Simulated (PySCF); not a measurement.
C₂ClF₃.
Bonds: F1–C2, C2–F3, C2–C4 (double), C4–F5, C4–Cl6.

The same species was optimised twice, with GFN2-xTB and with PBE0-D3(BJ)/def2-SVP (PySCF), and the same property calculations (PySCF, gas phase) were run on both structures.

```
   coordinate  GFN2-xTB  PBE0-D3(BJ)/def2-SVP  change
    C2–F3 (Å)     1.321                 1.305  -0.016
    F1–C2 (Å)     1.322                 1.307  -0.015
    C4–F5 (Å)     1.334                 1.320  -0.014
   C4–Cl6 (Å)     1.709                 1.703  -0.006
    C2=C4 (Å)     1.332                 1.334  +0.002
 F1–C2–C4 (°)     124.7                 123.1    -1.6
 F1–C2–F3 (°)     111.5                 113.1    +1.6
C2–C4–Cl6 (°)     124.3                 123.2    -1.1
F5–C4–Cl6 (°)     115.3                 116.0    +0.7
 C2–C4–F5 (°)     120.5                 120.7    +0.2
 F3–C2–C4 (°)     123.8                 123.8     0.0
```

Rotational constants: A = 4490, B = 2229, C = 1490 MHz (GFN2-xTB) against A = 4513, B = 2275, C = 1512 MHz (PBE0-D3(BJ)/def2-SVP). Point groups within 0.08 Å: Cs and Cs.

On the GFN2-xTB structure: HOMO (eV) -7.63 [PBE0/pcSseg-1]; LUMO (eV) 0.09 [PBE0/pcSseg-1]; dipole (D) 0.42 [PBE0/pcSseg-1]; GIAO shielding of F1 (ppm) 274.2 [PBE0/pcSseg-1]; GIAO shielding of C2 (ppm) 21.4 [PBE0/pcSseg-1]; GIAO shielding of F3 (ppm) 290.7 [PBE0/pcSseg-1]; GIAO shielding of C4 (ppm) 48.3 [PBE0/pcSseg-1]; GIAO shielding of F5 (ppm) 322.3 [PBE0/pcSseg-1]; GIAO shielding of Cl6 (ppm) 740.6 [PBE0/pcSseg-1].

Q: What do these properties become on the PBE0-D3(BJ)/def2-SVP structure?

A: 
```tsv
property	level	on GFN2-xTB	on PBE0-D3(BJ)/def2-SVP	change
HOMO (eV)	PBE0/pcSseg-1	-7.63	-7.48	+0.15
LUMO (eV)	PBE0/pcSseg-1	0.09	0.21	+0.12
dipole (D)	PBE0/pcSseg-1	0.42	0.38	-0.04
energy, GFN2-xTB geometry as zero (kcal/mol)	PBE0/pcSseg-1	0.0	-0.2	-0.2
GIAO shielding of F1 (ppm)	PBE0/pcSseg-1	274.2	280.9	+6.7
GIAO shielding of C2 (ppm)	PBE0/pcSseg-1	21.4	24.6	+3.2
GIAO shielding of F3 (ppm)	PBE0/pcSseg-1	290.7	296.9	+6.2
GIAO shielding of C4 (ppm)	PBE0/pcSseg-1	48.3	51.4	+3.1
GIAO shielding of F5 (ppm)	PBE0/pcSseg-1	322.3	328.6	+6.3
GIAO shielding of Cl6 (ppm)	PBE0/pcSseg-1	740.6	752.0	+11.4
```

The heavy atoms differ by 0.015 Å rms after alignment. Among bonds between heavy atoms F1–C2 and C2–F3 change most and about equally (-0.016 to -0.015 Å). Changes are differences of the printed values. Neither structure is proved a minimum here.
